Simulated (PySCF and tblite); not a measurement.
C₃H₅NO, numbered as in [CH3:1][O:2][CH2:3][C:4]#[N:5].

The ensemble was built from 90 distance-geometry starts (ETKDG and KDG, MMFF94s, GFN2-xTB) and rests on PBE0-D3(BJ)/def2-SVP geometries. Weights use PBE0-D3(BJ)/def2-TZVP energies plus GFN2-xTB zero-point and thermal terms (modes under about 100 cm⁻¹ blended into free rotors). Symmetry numbers and mirror images are counted. Conformers within 3 kcal/mol (GFN2-xTB free energy) were kept, 8 at most. GIAO shieldings: wB97X-D/pcSseg-2. Shifts are against TMS (¹H), TMS (¹³C), NH3 (¹⁵N) at the same level. Run with PySCF (density fitting) and tblite.

What shifts does this protocol give at 298.15 K under fast conformational exchange?

¹H: 3.95 (H3, 2H), 3.39 (H1, 3H) ppm. ¹³C: 125.2 (C4), 60.0 (C1), 59.8 (C3) ppm. ¹⁵N: 310.6 (N5) ppm.

How do the conformers differ?

Torsions listed: C1–O2–C3–C4. Of a mirror pair one member is shown.
```json
{"conformer": "1", "shape": "67°", "weight %": "96.0"}
{"conformer": "2", "shape": "180°", "weight %": "4.0"}
```

```tsv
signal	1	2	average
H1	3.39	3.25	3.39
H3	3.96	3.77	3.95
C1	60.0	61.0	60.0
C3	59.8	60.1	59.8
C4	125.2	125.0	125.2
N5	310.8	307.4	310.6
```

Unscaled ¹⁵N shifts at such levels can be off by tens of ppm; differences between conformers or isomers are more reliable. Shifts are unscaled: against experiment ¹³C can be off by 15 ppm or more and ¹H by 0.8 ppm.


¹⁵N shifts are against a computed isolated NH3 molecule, about 20 ppm from the liquid.